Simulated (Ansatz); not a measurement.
# H3NO (hydroxylamine): B3LYP/6-31G(d) (Cartesian functions)

Aim: the vertical ionisation energy of H3NO (hydroxylamine) at B3LYP/6-31G* (Cartesian functions), from 2 runs. 

The results are computed with Ansatz 0.2.0.

54 further runs of the same task are left out: 54 set aside as unsound or not needed.

### 1 The molecule

The species is H3NO (5 atoms), meant as a singlet with charge 0. As SMILES, `NO`. Geometry: relaxed at PBE0-D4/def2-TZVP. This is one conformer, not always the lowest.

Bond lengths: N1–O2 1.422 Å, N1–H3 1.016 Å, N1–H4 1.016 Å, O2–H5 0.960 Å. Angles: N1–O2–H5 102.8°, O2–N1–H3 104.5°, O2–N1–H4 104.5°, H3–N1–H4 106.0°.

### 2 The energy at B3LYP/6-31G(d) (Cartesian functions)

The input, input.yaml:

```yaml
crystal:
  periodic: [false, false, false]
  atoms:
    - {symbol: N, position_ang: [-0.165120, -0.361290, -0.321170]}
    - {symbol: O, position_ang: [0.364460, 0.666040, 0.508060]}
    - {symbol: H, position_ang: [-0.162690, -1.190020, 0.266770]}
    - {symbol: H, position_ang: [-1.141650, -0.109840, -0.446210]}
    - {symbol: H, position_ang: [1.105010, 0.995100, -0.007440]}
basis:
  gaussian:
    orbitals: "6-31G*"
accuracy: high
total_charge: 0
output: {orbitals: {seedname: orbitals}}
hamiltonian:
  xc: {name: B3LYP}
```

On the command line:

```bash
$ ansatz run input.yaml --threads 1 --pin off --max-ram 3480MiB --events-out events.jsonl --progress --plain --runs-dir runs
```

Output:

```text
Warning: RAYON_NUM_THREADS=1 ignored (pool sized by the plan → 1); use --threads N
Functional definition: B3LYP
  name "B3LYP"
  parameter a0 = 0.2
  parameter ax = 0.72
  parameter ac = 0.81
  exchange = (1 - a0 - ax)*slater_x + ax*b88_x + a0*exact_x
  correlation = (1 - ac)*vwn_rpa_c + ac*lyp_c
741 factors; integrals over basis functions are off by at most 3.0e-9 eV
mean field evaluation 1: about -3580.5217 eV, gradient 4.2e1 eV
mean field evaluation 2: about -3579.0734 eV, gradient 5.1e1 eV
mean field evaluation 4: about -3583.8593 eV, gradient 1.6e0 eV
mean field evaluation 8: about -3583.8603 eV, gradient 1.4e-2 eV
mean field evaluation 16: about -3583.8603 eV, gradient 2.8e-8 eV
mean field -3583.86034097 eV, -131.7044383029 hartree, gradient 2.8e-8 eV, S^2 0.000000; 0 other end points of the search recorded, 0 dependent functions left out
reference -3583.86036399 eV, -131.7044391487 hartree; 9, 9 occupied and 27, 27 virtual orbitals, 741 factors
Total energy: -3583.86036399 eV, -131.7044391487 hartree
```

It took 0.99 s on 1 thread of Arm Neoverse V2, shared host; peak memory 0.094 GiB.

### 3 The doublet cation

The input, job.yaml:

```yaml
crystal:
  periodic: [false, false, false]
  atoms:
    - symbol: N
      position_ang: [-0.165120, -0.361290, -0.321170]
    - symbol: O
      position_ang: [0.364460, 0.666040, 0.508060]
    - symbol: H
      position_ang: [-0.162690, -1.190020, 0.266770]
    - symbol: H
      position_ang: [-1.141650, -0.109840, -0.446210]
    - symbol: H
      position_ang: [1.105010, 0.995100, -0.007440]
basis:
  gaussian:
    orbitals: "6-31G*"
output:
  orbitals: {seedname: orbitals}
magnetization:
  spin_polarized: true
  initial_magnetization: 1
accuracy: high
hamiltonian:
  xc: {name: B3LYP}
total_charge: 1
```

On the command line:

```bash
$ ansatz run job.yaml --threads 1 --pin off --max-ram 3480MiB --events-out events.jsonl --progress --plain --runs-dir runs
```

Output:

```text
Warning: RAYON_NUM_THREADS=1 ignored (pool sized by the plan → 1); use --threads N
Functional definition: B3LYP
  name "B3LYP"
  parameter a0 = 0.2
  parameter ax = 0.72
  parameter ac = 0.81
  exchange = (1 - a0 - ax)*slater_x + ax*b88_x + a0*exact_x
  correlation = (1 - ac)*vwn_rpa_c + ac*lyp_c
740 factors; integrals over basis functions are off by at most 3.0e-9 eV
mean field evaluation 1: about -3565.5097 eV, gradient 4.7e1 eV
mean field evaluation 2: about -3549.4238 eV, gradient 7.5e1 eV
mean field evaluation 4: about -3573.3365 eV, gradient 5.0e0 eV
mean field evaluation 8: about -3573.5316 eV, gradient 4.0e-1 eV
mean field evaluation 16: about -3573.5329 eV, gradient 3.0e-4 eV
mean field evaluation 32: about -3572.5097 eV, gradient 1.3e1 eV
mean field -3573.53293816 eV, -131.3249132497 hartree, gradient 2.7e-8 eV, S^2 0.753531; 2 other end points of the search recorded, 0 dependent functions left out
reference -3573.53295853 eV, -131.3249139984 hartree; 9, 8 occupied and 27, 28 virtual orbitals, 740 factors
Total energy: -3573.53295853 eV, -131.3249139984 hartree
```

It took 2.7 s on 1 thread of Arm Neoverse V2, shared host; peak memory 0.12 GiB.

### 4 Results

At B3LYP/6-31G* (Cartesian functions):

```
                                          quantity          value
                        singlet H3NO: total energy  -131.70444 Eh
                         singlet H3NO: HOMO energy       -6.76 eV
                         singlet H3NO: LUMO energy        2.35 eV
                       singlet H3NO: HOMO–LUMO gap        9.10 eV
                      doublet cation: total energy  -131.32491 Eh
doublet cation: HOMO energy (highest over α and β)      -16.89 eV
 doublet cation: LUMO energy (lowest over α and β)      -13.84 eV
                              doublet cation: ⟨S²⟩          0.754
vertical ionisation energy (to the doublet cation)      10.327 eV
```

**Reading.** The vertical ionisation energy comes to 10.33 eV (238 kcal/mol). −ε(HOMO) before ionisation, 6.76 eV, is 3.57 eV below this ionisation energy.
